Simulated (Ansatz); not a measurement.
# C₅H₁₁ radical: basis-set convergence

How large a basis does C₅H₁₁ radical need? Two functionals are run in growing sets.

Method: one geometry, several basis sets; program: Ansatz 0.2.0, Gaussian basis.

Levels to be run: PBE0-D4/def2-SVP; ωB97M-V/def2-SVP; PBE0-D4/def2-QZVPP; ωB97M-V/def2-QZVPP; the functionals' def2-TZVPP values are taken from earlier runs.

### Step 1. The geometry

All runs share one geometry, relaxed beforehand with PBE0-D4 in a triple-zeta def2 set.

SMILES `CC[C](C)C`, 16 atoms, charge 0, spin multiplicity 2.

Atoms are counted from 1 here; the program's logs count them from 0.

Bond lengths: C1–C2 1.533 Å, C1–H6 1.093 Å, C1–H7 1.093 Å, C1–H8 1.093 Å, C2–C3 1.490 Å, C2–H9 1.096 Å, C2–H10 1.096 Å, C3–C4 1.486 Å, C3–C5 1.486 Å, C4–H11 1.103 Å, C4–H12 1.094 Å, C4–H13 1.094 Å, C5–H14 1.094 Å, C5–H15 1.094 Å, C5–H16 1.103 Å. Angles: C2–C1–H6 111.1°, C2–C1–H7 111.1°, C2–C1–H8 111.0°, H6–C1–H7 107.8°, H6–C1–H8 107.8°, H7–C1–H8 107.8°, C1–C2–C3 113.4°, C1–C2–H9 108.6°, C1–C2–H10 108.6°, C3–C2–H9 109.7°, C3–C2–H10 109.6°, H9–C2–H10 106.7°, C2–C3–C4 119.1°, C2–C3–C5 119.1°, C4–C3–C5 118.5°, C3–C4–H11 112.1°, C3–C4–H12 111.7°, C3–C4–H13 111.6° and more.

### Step 2. PBE0-D4 in def2-SVP

Contents of in.yaml:

```yaml
crystal:
  periodic: [false, false, false]
  atoms:
    - {symbol: C, position_ang: [0.204925, 0.895608, -1.651388]}
    - {symbol: C, position_ang: [1.003226, 0.190546, -0.548143]}
    - {symbol: C, position_ang: [0.150553, -0.328981, 0.557858]}
    - {symbol: C, position_ang: [-0.587109, -1.603796, 0.363724]}
    - {symbol: C, position_ang: [-0.319372, 0.608385, 1.610207]}
    - {symbol: H, position_ang: [0.864747, 1.261698, -2.442127]}
    - {symbol: H, position_ang: [-0.345724, 1.750933, -1.252072]}
    - {symbol: H, position_ang: [-0.518981, 0.215800, -2.107517]}
    - {symbol: H, position_ang: [1.741217, 0.893899, -0.145433]}
    - {symbol: H, position_ang: [1.567364, -0.635016, -0.997512]}
    - {symbol: H, position_ang: [-1.547939, -1.452894, -0.156361]}
    - {symbol: H, position_ang: [-0.013719, -2.316058, -0.236157]}
    - {symbol: H, position_ang: [-0.829854, -2.077971, 1.319748]}
    - {symbol: H, position_ang: [0.434748, 1.364901, 1.844624]}
    - {symbol: H, position_ang: [-0.574600, 0.080770, 2.534420]}
    - {symbol: H, position_ang: [-1.229502, 1.152184, 1.306128]}
basis:
  gaussian: {orbitals: def2-SVP}
magnetization: {spin_polarized: true, initial_magnetization: 1}
hamiltonian: {xc: pbe0, dispersion: d4}
output: {orbitals: {seedname: orbitals}}
```

The run is started by

```sh
ansatz run in.yaml --threads 2 --pin off --events-out ev --progress --plain --max-ram 32768MiB --backend cpu
```

After this run come: ωB97M-V in def2-SVP; PBE0-D4 in def2-QZVPP; ωB97M-V in def2-QZVPP.

Q: Predict the results of all the runs planned. Wanted: PBE0-D4: double and triple zeta above quadruple; ωB97M-V: double and triple zeta above quadruple.

The runs gave:

| quantity | value |
| --- | --- |
| PBE0-D4: double and triple zeta above quadruple | 6.05, 0.31 eV |
| ωB97M-V: double and triple zeta above quadruple | 6.45, 0.31 eV |

**Reading.** PBE0-D4 gains 5.75 eV from double to triple zeta, then 0.31 eV more. These are total energies; as a rule much of such shifts cancels in differences, which this series doesn't test.
